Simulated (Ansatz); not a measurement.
A nudged elastic band was laid between two geometries of CH4BCl + H2 (9 atoms, charge 0, multiplicity 1).

These are results of RKS PBE0-D4/cc-pVDZ (Ansatz), not measurements.

* movable images: 7
* climbing image: yes
* spring: 5.0 eV/Å²
* optimiser: fire
* start path: through a guess of the saddle point
* force threshold: 0.05 eV/Å
* iteration limit: 60
* end points: relaxed
* largest step: 0.5 Å

Initial state:

```xyz
9
Properties=species:S:1:pos:R:3
B -0.215 0.493 0.224
Cl -0.339 0.643 1.978
H 0.887 0.658 -0.236
C -1.461 0.199 -0.653
H -2.380 -0.026 -0.094
H -1.645 1.086 -1.289
H -1.244 -0.620 -1.360
H 0.534 -2.707 0.214
H 0.506 -2.396 0.910
```

Final state:

```xyz
9
Properties=species:S:1:pos:R:3
B -0.027 -0.452 -0.453
Cl -0.078 -0.205 2.294
H 0.949 0.260 -0.526
C -1.446 0.092 -0.805
H -2.281 -0.485 -0.380
H -1.593 1.165 -0.613
H -1.516 -0.036 -1.907
H 0.152 -1.644 -0.306
H 0.482 -1.366 2.391
```

**Question.** Which bonds break or form, and what moves?

**Answer.** Bonds broken: B1–Cl2, H8–H9. Bonds formed: B1–H8, Cl2–H9. CH4BCl + H2 becomes CH5B + ClH.

**Question.** Give the energies along the band, and the barrier.

**Answer.** The forces met the threshold. The highest image is number 5 of 0 to 8, 1.06 eV above the first end and 0.25 eV above the last; the last end lies 0.81 eV above the first. The order of the stationary point at the top wasn't checked. The orbitals stay closed-shell, which can raise the energy where a bond breaks towards radicals; this wasn't checked here.

| image | path coordinate (Å) | energy (eV) | B1–Cl2 (Å) | H8–H9 (Å) | B1–H8 (Å) |
| --- | --- | --- | --- | --- | --- |
| 0 | 0.00 | 0.00 | 1.77 | 0.76 | 3.29 |
| 1 | 0.65 | 0.01 | 1.77 | 0.76 | 2.87 |
| 2 | 1.29 | 0.05 | 1.77 | 0.76 | 2.56 |
| 3 | 1.93 | 0.18 | 1.79 | 0.76 | 2.15 |
| 4 | 2.56 | 0.50 | 1.87 | 0.80 | 1.58 |
| 5 | 3.19 | 1.06 | 2.20 | 1.13 | 1.29 |
| 6 | 3.76 | 0.88 | 2.66 | 1.60 | 1.23 |
| 7 | 4.33 | 0.83 | 2.77 | 2.11 | 1.22 |
| 8 | 4.91 | 0.81 | 2.76 | 2.73 | 1.21 |

**Question.** What is the geometry of the highest image?

**Answer.** 
```xyz
9
Properties=species:S:1:pos:R:3
B -0.005 -0.377 -0.069
Cl -0.047 0.085 2.082
H 1.058 0.083 -0.387
C -1.393 -0.012 -0.707
H -2.183 -0.757 -0.537
H -1.755 0.960 -0.335
H -1.261 0.102 -1.797
H 0.144 -1.624 0.219
H 0.085 -1.130 1.228
```

Run time: 14 min on 1 thread of Arm Neoverse V1, on a shared host, peak memory 0.14 GiB.
